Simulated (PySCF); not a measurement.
Molfile (atoms numbered from 1):
```
C5H10O
     RDKit          3D

 16 15  0  0  0  0  0  0  0  0999 V2000
   -2.3464    0.5083   -0.0822 C   0  0  0  0  0  0  0  0  0  0  0  0
   -1.1280   -0.2250    0.4502 C   0  0  0  0  0  0  0  0  0  0  0  0
    0.1607    0.2068   -0.2293 C   0  0  0  0  0  0  0  0  0  0  0  0
    1.3775   -0.5184    0.3047 C   0  0  0  0  0  0  0  0  0  0  0  0
    2.6782   -0.1118   -0.3154 C   0  0  0  0  0  0  0  0  0  0  0  0
    2.8025    0.7221   -1.1702 O   0  0  0  0  0  0  0  0  0  0  0  0
   -2.2466    1.5881    0.0577 H   0  0  0  0  0  0  0  0  0  0  0  0
   -3.2600    0.1897    0.4243 H   0  0  0  0  0  0  0  0  0  0  0  0
   -2.4777    0.3268   -1.1524 H   0  0  0  0  0  0  0  0  0  0  0  0
   -1.0416   -0.0589    1.5304 H   0  0  0  0  0  0  0  0  0  0  0  0
   -1.2634   -1.3053    0.3210 H   0  0  0  0  0  0  0  0  0  0  0  0
    0.0882    0.0405   -1.3088 H   0  0  0  0  0  0  0  0  0  0  0  0
    0.3033    1.2853   -0.1082 H   0  0  0  0  0  0  0  0  0  0  0  0
    1.4852   -0.3809    1.3902 H   0  0  0  0  0  0  0  0  0  0  0  0
    1.2890   -1.6066    0.1761 H   0  0  0  0  0  0  0  0  0  0  0  0
    3.5698   -0.6493    0.0775 H   0  0  0  0  0  0  0  0  0  0  0  0
  1  2  1  0
  2  3  1  0
  3  4  1  0
  4  5  1  0
  5  6  2  0
  1  7  1  0
  1  8  1  0
  1  9  1  0
  2 10  1  0
  2 11  1  0
  3 12  1  0
  3 13  1  0
  4 14  1  0
  4 15  1  0
  5 16  1  0
M  END
```

Geometry: PBE0-D3(BJ)/def2-TZVP; GIAO shifts from PySCF 2.14.0 with density-fitted response routines, gas phase, non-relativistic, averaged over equivalent atoms.

At KT3/pcSseg-2 (356 basis functions, 62 s wall time on 1 thread of an Arm Neoverse V2, shared host):
| atoms | δ (ppm) |
| --- | --- |
| C5 | 196.1 |
| C4 | 51.9 |
| C2 | 29.6 |
| C3 | 29.2 |
| C1 | 17.8 |
| O6 | 615.2 |
| H16 | 10.29 |
| H14/H15 | 2.50 |
| H12/H13 | 1.56 |
| H10/H11 | 1.30 |
| H7/H8/H9 | 1.04 |

Scale: ¹³C (183.24 ppm), ¹H (31.63 ppm) vs TMS; H2O for ¹⁷O (325.30 ppm) (reference shieldings calculated alike).

Q: What do these become at PBE0/pcSseg-2?

A: 
```json
{"atoms": "C5", "δ at PBE0/pcSseg-2": "211.8", "change": "+15.7"}
{"atoms": "C4", "δ at PBE0/pcSseg-2": "52.7", "change": "+0.8"}
{"atoms": "C2", "δ at PBE0/pcSseg-2": "27.7", "change": "-1.9"}
{"atoms": "C3", "δ at PBE0/pcSseg-2": "28.0", "change": "-1.2"}
{"atoms": "C1", "δ at PBE0/pcSseg-2": "17.0", "change": "-0.8"}
{"atoms": "O6", "δ at PBE0/pcSseg-2": "679.0", "change": "+63.8"}
{"atoms": "H16", "δ at PBE0/pcSseg-2": "10.30", "change": "+0.01"}
{"atoms": "H14/H15", "δ at PBE0/pcSseg-2": "2.49", "change": "-0.01"}
{"atoms": "H12/H13", "δ at PBE0/pcSseg-2": "1.52", "change": "-0.04"}
{"atoms": "H10/H11", "δ at PBE0/pcSseg-2": "1.21", "change": "-0.09"}
{"atoms": "H7/H8/H9", "δ at PBE0/pcSseg-2": "1.01", "change": "-0.03"}
```

References, each an isolated molecule treated in the same way: ¹³C (186.03 ppm), ¹H (31.52 ppm) vs TMS; H2O for ¹⁷O (329.54 ppm).

The largest change is at O6 (aldehyde oxygen). Cost: 356 basis functions, 46 s wall time on 1 thread of an Arm Neoverse V2, shared host. The order of the carbon signals changes between the two levels.

Unscaled 17O shifts of doubly bonded oxygen tend to come out too high, by tens of ppm or more. Experimental scales use liquid or dissolved standards, which lie at an offset from isolated H2O (liquid H2O: subtract about 36 ppm).
